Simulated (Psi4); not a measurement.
# Si3H8 (trisilane): CCSD(T)/6-31G(d) (spherical functions)

Aim: the energy change on altering one bond length of Si3H8 (trisilane) at CCSD(T)/6-31G* (spherical functions), from 2 runs. 

The results are computed with Psi4 1.11.

## Step 1: The system as given

The species is Si3H8 (11 atoms), meant as a singlet with charge 0. As SMILES, `[SiH3][SiH2][SiH3]`. The coordinates come from a PBE0-D4/def2-TZVP relaxation.

Bond lengths: Si1–Si2 2.338 Å, Si2–Si3 2.338 Å, Si1–H4 1.488 Å, Si1–H5 1.488 Å, Si1–H6 1.488 Å, Si2–H7 1.490 Å, Si2–H8 1.490 Å, Si3–H9 1.488 Å, Si3–H10 1.488 Å, Si3–H11 1.488 Å. Some angles: Si1–Si2–Si3 110.4°, Si1–Si2–H7 109.6°, Si1–Si2–H8 109.6°, Si3–Si2–H7 109.6°, Si3–Si2–H8 109.6°, Si2–Si1–H4 111.2°, Si2–Si1–H5 109.8°, Si2–Si1–H6 109.8°, Si2–Si3–H9 109.8°, Si2–Si3–H10 109.8°.

## Step 2: A single-point energy at CCSD(T)/6-31G(d) (spherical functions)

h8si3.xyz

```xyz
11
H8Si3
Si    -1.292570     1.366730    -0.525270
Si    -0.462570    -0.807300    -0.296320
Si     1.631930    -0.774400     0.742750
H     -2.625850     1.367720    -1.185120
H     -0.354030     2.180440    -1.344070
H     -1.422540     2.000090     0.814640
H     -0.343400    -1.440160    -1.640160
H     -1.410380    -1.620800     0.516390
H      1.515950    -0.154940     2.090430
H      2.583820     0.031780    -0.068050
H      2.179610    -2.149160     0.894770
```

calc.py

```python
import psi4

psi4.set_memory(1600000000)
psi4.set_num_threads(1)
psi4.core.set_output_file('psi4.out', False)

with open('h8si3.xyz') as f:
    atoms = ''.join(f.readlines()[2:])
m = psi4.geometry('0 1\n' + atoms + 'symmetry c1\nno_reorient\nno_com')

psi4.set_options({
    'basis': '6-31G*',
    'puream': True,
    'e_convergence': 1e-09,
    'd_convergence': 1e-08,
    'scf_type': 'pk',
    'num_frozen_docc': 15,
})

e_tot, wfn = psi4.energy('ccsd(t)', return_wfn=True)
print(f'total energy {e_tot:.8f} hartree = {e_tot * 27.211386:.5f} eV')
for k, v in sorted(psi4.core.scalar_variables().items()):
    print(f'{k:45s} {v:18.10f}')
```

Started as:

```console
$ python calc.py
```

psi4.out, cut to the lines that bear on the results:

```text
[...]
  Running in c1 symmetry.
[...]
  Nuclear repulsion =  193.117837117706443
[...]
  Multiplicity = 1
[...]
  Nalpha       = 25
  Nbeta        = 25
[...]
    Number of basis functions: 70
[...]
   @RHF iter   1:  -871.33083659177726   -8.42166e-01   2.51431e-03 ADIIS/DIIS
[...]
   @RHF iter   9:  -871.38249846961526   -3.49019e-11   8.65699e-09 DIIS
[...]
    Orbital Energies [Eh]
    ---------------------
    Doubly Occupied:
       1A    -68.754540     2A    -68.754531     3A    -68.747665
       4A     -6.121095     5A     -6.121093     6A     -6.115891
       7A     -4.226190     8A     -4.226187     9A     -4.226178
      10A     -4.226175    11A     -4.225972    12A     -4.225958
      13A     -4.220926    14A     -4.220729    15A     -4.220602
      16A     -0.771247    17A     -0.716564    18A     -0.653553
      19A     -0.508032    20A     -0.494469    21A     -0.484291
      22A     -0.483670    23A     -0.468232    24A     -0.422960
      25A     -0.384894
[...]
  @RHF Final Energy:  -871.38249846961526
   => Energetics <=
    Nuclear Repulsion Energy =            193.1178371177064435
    One-Electron Energy =               -1592.9573824830629292
    Two-Electron Energy =                 528.4570468957413141
    Total Energy =                       -871.3824984696152569
[...]
 Multipole Moments:
 ------------------------------------------------------------------------------------
     Multipole            Electronic (a.u.)      Nuclear  (a.u.)        Total (a.u.)
 ------------------------------------------------------------------------------------
 L = 1.  Multiply by 2.5417464519 to convert [e a0] to [Debye]
 Dipole X            :          3.0078737           -3.0268877           -0.0190140
 Dipole Y            :          5.2479038           -5.2810475           -0.0331438
 Dipole Z            :          1.9247207           -1.9368370           -0.0121162
 Magnitude           :                                                    0.0400855
[...]
      * MP2 total energy                      = -871.620586104095310
[...]
      * CCSD total energy                     = -871.681743693975250
[...]
      * CCSD(T) total energy                  = -871.689874368718506
```

On the terminal:

```text
total energy -871.68987437 hartree = -23719.88964 eV
(T) CORRECTION ENERGY                              -0.0081306747
CC D1 DIAGNOSTIC                                    0.0304571118
CC D2 DIAGNOSTIC                                    0.1507988450
CC NEW D1 DIAGNOSTIC                                0.0304571118
CC T1 DIAGNOSTIC                                    0.0146529494
CCSD CORRELATION ENERGY                            -0.2992452244
CCSD DOUBLES ENERGY                                -0.2992452244
CCSD ITERATIONS                                    16.0000000000
CCSD OPPOSITE-SPIN CORRELATION ENERGY              -0.2574036777
CCSD SAME-SPIN CORRELATION ENERGY                  -0.0418415466
CCSD SINGLES ENERGY                                 0.0000000000
CCSD TOTAL ENERGY                                -871.6817436940
CCSD(T) CORRELATION ENERGY                         -0.3073758991
CCSD(T) TOTAL ENERGY                             -871.6898743687
CURRENT CORRELATION ENERGY                         -0.3073758991
CURRENT ENERGY                                   -871.6898743687
CURRENT REFERENCE ENERGY                         -871.3824984696
DD SOLVATION ENERGY                                 0.0000000000
HF KINETIC ENERGY                                 871.9733830945
HF POTENTIAL ENERGY                             -1743.3558815642
HF TOTAL ENERGY                                  -871.3824984696
HF VIRIAL RATIO                                     1.9993223593
MP2 CORRELATION ENERGY                             -0.2380876345
MP2 DOUBLES ENERGY                                 -0.2380876345
MP2 OPPOSITE-SPIN CORRELATION ENERGY               -0.2005601882
MP2 SAME-SPIN CORRELATION ENERGY                   -0.0375274463
MP2 SINGLES ENERGY                                 -0.0000000000
MP2 TOTAL ENERGY                                 -871.6205861041
NUCLEAR REPULSION ENERGY                          193.1178371177
ONE-ELECTRON ENERGY                             -1592.9573824831
PCM POLARIZATION ENERGY                             0.0000000000
PE ENERGY                                           0.0000000000
SCF ITERATION ENERGY                             -871.3824984696
SCF ITERATIONS                                      9.0000000000
SCF TOTAL ENERGY                                 -871.3824984696
TWO-ELECTRON ENERGY                               528.4570468957
```

It took 6.9 s on 1 thread of Intel Xeon 6975P-C (Granite Rapids), shared host; peak memory 0.34 GiB.

## Step 3: The distorted shape, same level

calc.dat

```
memory 1.6 GB

molecule {
  Si    -2.67789877     3.19905689    -1.05752097
  Si    -0.87413061    -1.52557590    -0.55996365
  Si     3.08390075    -1.46340391     1.40359408
  H     -5.19743281     3.20092771    -2.30445676
  H     -0.90431521     4.73674593    -2.60482873
  H     -2.92350647     4.39593382     1.47454196
  H     -0.64893195    -2.72150798    -3.09945320
  H     -2.66523193    -3.06286810     0.97583567
  H      2.86473032    -0.29279417     3.95034018
  H      4.88271216     0.06005550    -0.12859586
  H      4.11886596    -4.06132380     1.69087024
  units bohr
  symmetry c1
}

set globals {
  reference rhf
  puream true
  e_convergence 1e-09
  d_convergence 1e-08
  scf_type pk
  num_frozen_docc 15
}

e_tot = energy("ccsd(t)/6-31G*")
```

Started as:

```console
$ psi4 -n 1 calc.dat calc.out
```

calc.out, cut to the lines that bear on the results:

```text
[...]
  Running in c1 symmetry.
[...]
  Nuclear repulsion =  183.637830601829478
[...]
  Multiplicity = 1
[...]
  Nalpha       = 25
  Nbeta        = 25
[...]
    Number of basis functions: 70
[...]
   @RHF iter   1:  -871.31945480426020   -1.05138e+00   2.38599e-03 ADIIS/DIIS
[...]
   @RHF iter  10:  -871.36606055086133   -1.25056e-12   2.00091e-09 DIIS
[...]
    Orbital Energies [Eh]
    ---------------------
    Doubly Occupied:
       1A    -68.770528     2A    -68.763403     3A    -68.755225
       4A     -6.132723     5A     -6.127154     6A     -6.121629
       7A     -4.237899     8A     -4.237897     9A     -4.237605
      10A     -4.232257    11A     -4.232059    12A     -4.231931
      13A     -4.226725    14A     -4.226706    15A     -4.226466
      16A     -0.756617    17A     -0.712601    18A     -0.657750
      19A     -0.503185    20A     -0.491324    21A     -0.485124
      22A     -0.484864    23A     -0.470883    24A     -0.416215
      25A     -0.360427
[...]
  @RHF Final Energy:  -871.36606055086133
   => Energetics <=
    Nuclear Repulsion Energy =            183.6378306018294779
    One-Electron Energy =               -1573.8093916112914030
    Two-Electron Energy =                 518.8055004586007044
    Total Energy =                       -871.3660605508613344
[...]
 Multipole Moments:
 ------------------------------------------------------------------------------------
     Multipole            Electronic (a.u.)      Nuclear  (a.u.)        Total (a.u.)
 ------------------------------------------------------------------------------------
 L = 1.  Multiply by 2.5417464519 to convert [e a0] to [Debye]
 Dipole X            :         -0.3625698            0.3505833           -0.0119864
 Dipole Y            :         -0.7870708            0.7665126           -0.0205582
 Dipole Z            :         -0.2448713            0.2372524           -0.0076189
 Magnitude           :                                                    0.0249872
[...]
      * MP2 total energy                      = -871.603423867574293
[...]
      * CCSD total energy                     = -871.665162457917745
[...]
      * CCSD(T) total energy                  = -871.673542424901370
[...]
```

It took 7.2 s on 1 thread of Intel Xeon 6975P-C (Granite Rapids), shared host; peak memory 0.34 GiB.

## Step 4: Summary of results

Level: CCSD(T)/6-31G* (spherical functions), 15 core orbitals frozen.

```
                                                           quantity          value
                                          first shape: total energy  -871.68987 Eh
                   first shape: HOMO energy (Hartree–Fock orbitals)      -10.47 eV
                   first shape: LUMO energy (Hartree–Fock orbitals)        3.26 eV
                 first shape: HOMO–LUMO gap (Hartree–Fock orbitals)       13.74 eV
          first shape: correlation energy (15 core orbitals frozen)     -307.4 mEh
                                        first shape: (T) correction      -8.13 mEh
                                         first shape: T1 diagnostic          0.015
                                      distorted shape: total energy  -871.67354 Eh
               distorted shape: HOMO energy (Hartree–Fock orbitals)       -9.81 eV
               distorted shape: LUMO energy (Hartree–Fock orbitals)        2.56 eV
             distorted shape: HOMO–LUMO gap (Hartree–Fock orbitals)       12.37 eV
      distorted shape: correlation energy (15 core orbitals frozen)     -307.5 mEh
                                    distorted shape: (T) correction      -8.38 mEh
                                     distorted shape: T1 diagnostic          0.014
energy change with the Si1–Si2 bond stretched from 2.338 to 2.689 Å       0.444 eV
```

What this shows: With the Si1–Si2 bond stretched from 2.338 to 2.689 Å the energy rises by 0.44 eV (10.2 kcal/mol). The first shape isn't relaxed at this level, so the change isn't measured from a minimum. The triples (first shape) make up 2.6 % of the correlation energy. The triples (distorted shape) make up 2.7 % of the correlation energy.
